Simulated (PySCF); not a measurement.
Species: tetrahydroborate, BH₄ (charge -1).
Atom-mapped SMILES: `[BH4-:1]` (hydrogens: H2, H3, H4, H5 on B1)

Cartesian coordinates in Å at the PBE0-D3(BJ)/def2-SVP level; atoms count from 1:
```
atom  x, y, z in Å
B1     0.0185   -0.0208   -0.0192
H2    -0.8096   -0.8263   -0.5031
H3     0.1605   -0.2522    1.2036
H4    -0.3972    1.1499   -0.1775
H5     1.1199   -0.1553   -0.6003
```

All values: PBE0/pcSseg-1 (PySCF, non-relativistic), on one gas-phase PBE0-D3(BJ)/def2-SVP geometry that isn't relaxed in the solvent. The solvent is an IEF-PCM continuum (Bondi radii, 1.10 Å for H, scaled by 1.2). The model holds no explicit solvent molecules, cavitation or dispersion.

Gas phase at PBE0/pcSseg-1: HOMO -1.80 eV, LUMO 8.24 eV.

What does the continuum do to the energy and the frontier levels at PBE0/pcSseg-1 in chloroform, dichloromethane and water?

```json
{"solvent": "chloroform", "ε": "4.711", "E(solvent) − E(gas) (kcal/mol)": "-51.59", "polarisation term (kcal/mol)": "-51.66", "distortion of the solute (kcal/mol)": "0.07", "HOMO (eV)": "-6.35", "LUMO (eV)": "4.04"}
{"solvent": "dichloromethane", "ε": "8.93", "E(solvent) − E(gas) (kcal/mol)": "-58.15", "polarisation term (kcal/mol)": "-58.24", "distortion of the solute (kcal/mol)": "0.09", "HOMO (eV)": "-6.92", "LUMO (eV)": "3.50"}
{"solvent": "water", "ε": "78.36", "E(solvent) − E(gas) (kcal/mol)": "-64.63", "polarisation term (kcal/mol)": "-64.74", "distortion of the solute (kcal/mol)": "0.11", "HOMO (eV)": "-7.49", "LUMO (eV)": "2.97"}
```

Polarisation term: ½ Σ q·V over the induced surface charges. Distortion: the rise of the solute's own energy as its density leaves the gas-phase optimum. From chloroform to water the lowering changes by a factor 1.25, Born's factor 1 − 1/ε by 1.25 and ε itself by 16.6.

Which radius a makes Born's formula ΔE = −(q²/2a)(1 − 1/ε) give the value in water?

a = q²(1 − 1/ε)/(2|ΔE|) = 2.54 Å, with q = -1 e and |ΔE| = 0.1030 Eh; the farthest nucleus lies 1.25 Å from the centroid of the nuclei. The formula assumes a point charge at the centre of a sphere.

Cost: about 1.5 s of CPU time on one thread; the machine was shared, so the figure is rough. This is the whole shielding run at PBE0/pcSseg-1 in water, SCF included.
